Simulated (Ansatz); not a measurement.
A first try at an active-space calculation of BFH₄Si, SMILES FB[SiH3], using Ansatz 0.2.0 through its Python package.

`cas_bfh4si.py`:
```python
# -*- coding: utf-8 -*-
"""Active-space calculation on BFH4Si."""

import ansatz as az


def main():
    bfh4si = (
        az.Crystal.molecule()
        .atom("F", [-1.0196, -1.5379, 1.2651])
        .atom("B", [-0.2123, -1.1101, 0.1578])
        .atom("Si", [0.1356, 0.7694, -0.177])
        .atom("H", [0.3388, -1.9223, -0.5441])
        .atom("H", [1.0627, 0.8879, -1.3426])
        .atom("H", [0.8189, 1.3619, 1.0206])
        .atom("H", [-1.0629, 1.483, -0.4255])
    )

    model = (
        bfh4si.calculation()
        .basis("def2-SVP")
        .correlation(active_electrons=4, active_orbitals=4)
    )
    for method in [None]:
        summary = (model if method is None else model.correlation(method)).run(threads=1).report
        space = summary["configurations"]
        state = space["states"][0]
        print(method or "casscf", f"total {summary['free_energy_ev'] / 27.211386246:.6f} Ha, active-space state {state['energy']['hartree']:.6f} Ha, mean field {summary['reference_energy_ev'] / 27.211386246:.6f} Ha")
        print("  determinants", state["n_determinants"], " natural occupations", [round(n, 3) for n in space["natural_occupations"]])


if __name__ == "__main__":
    main()
```

`python cas_bfh4si.py` gives:
```text
Traceback (most recent call last):
  File "cas_bfh4si.py", line 33, in <module>
    main()
    ~~~~^^
  File "cas_bfh4si.py", line 21, in main
    .basis("def2-SVP")
     ~~~~~^^^^^^^^^^^^
  ...
ansatz.errors.InputError: .basis: cutoff (an energy: a number in eV, or e.g. 30 * az.Ry) is a number, got 'def2-SVP'
```
(Library frames cut from the traceback.)

Why does it end like this?

The fault: the basis name must go under gaussian=. The correction:

```diff
--- before
+++ after
@@ -20,3 +20,3 @@
         bfh4si.calculation()
-        .basis("def2-SVP")
+        .basis(gaussian="def2-SVP")
         .correlation(active_electrons=4, active_orbitals=4)
```

After the fix:

```console
$ python cas_bfh4si.py
casscf total -415.256808 Ha, active-space state -415.256808 Ha, mean field -415.200962 Ha
  determinants 36  natural occupations [1.98, 1.978, 0.022, 0.02]
```

Caveats:
- Total energies depend on the basis set; only differences at equal settings carry meaning.
- The geometry is a force-field or estimated start, not a minimum of this method, and the basis set is short of its limit. The active space starts as a window about the frontier orbitals and is then optimised, not chosen by chemistry.
- The whole script took 4 s on 1 thread of Arm Neoverse V1, with other jobs on the host, peak memory 0.16 GiB.
